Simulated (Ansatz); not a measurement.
Two isomers of C4H5F: A = `CC#CCF`, B = `CC1=C(F)C1`.

Program: Ansatz. Geometries: PBE0-D4/def2-TZVP. ΔE: electronic, gas phase. CCSD(T)/CBS is the MP2 limit (def2-TZVPP, def2-QZVPP) plus CCSD(T) − MP2 in def2-TZVPP, frozen cores. DFT in def2-TZVPP. B3LYP here is the variant with VWN-RPA as its local correlation; programs differ in this.

(1) Which isomer does CCSD(T)/CBS put lower? Give the gap. (Estimate.)

(2) Give E(B) − E(A) in kcal/mol with MP2/def2-TZVPP, CCSD(T)/def2-TZVPP, B3LYP, LDA (SPW92), HF/def2-TZVPP, PBE-D4, BLYP-D4. (An estimate is asked.)

(3) Does the order hold for the free energy at 298.15 K (harmonic terms from PBE0-D4)? (Best estimate.)

Largest T1 diagnostic: 0.011.

Answers

(1) Computed: A, by 22.4 kcal/mol.

(2) Computed: MP2/def2-TZVPP 21.9, CCSD(T)/def2-TZVPP 22.0, B3LYP 22.6, LDA (SPW92) 12.6, HF/def2-TZVPP 27.9, PBE-D4 15.9, BLYP-D4 22.2. None reverses the order clearly.

(3) Ansatz gave: Yes: G(B) − G(A) = +23.9 kcal/mol. Modes under 60 cm⁻¹, often nearly free rotors, make the harmonic entropy too high.

Leaving LDA and LC-ωPBE aside and taking each functional with its dispersion term where it has one, the values, not all of them listed here, spread over 7.3 kcal/mol, from PBE-D4 to B2PLYP. LDA lies −3.7 kcal/mol from PBE without D4. In def2-TZVPP, CCSD(T) changes the Hartree–Fock value by −5.8 kcal/mol (the triples alone add −0.8 kcal/mol) and MP2 by −5.9 kcal/mol.
